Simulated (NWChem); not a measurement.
silicon monoxide (SiO, singlet); SMILES O=[Si]

Results from NWChem. Low-valent species are run as closed-shell singlets; no triplet was tried in these runs. Each level has its own optimisation; frequencies are unscaled.

Q: Among these, which level gives the lowest value of “dipole (D)”?
A) Hartree-Fock/3-21G
B) Hartree-Fock/aug-pcseg-1
C) Hartree-Fock/pcseg-1
D) Hartree-Fock/pcseg-2

A: A, Hartree-Fock/3-21G. Values: Hartree-Fock/3-21G 2.97; Hartree-Fock/pcseg-1 3.52; Hartree-Fock/pcseg-2 3.59; Hartree-Fock/aug-pcseg-1 3.60
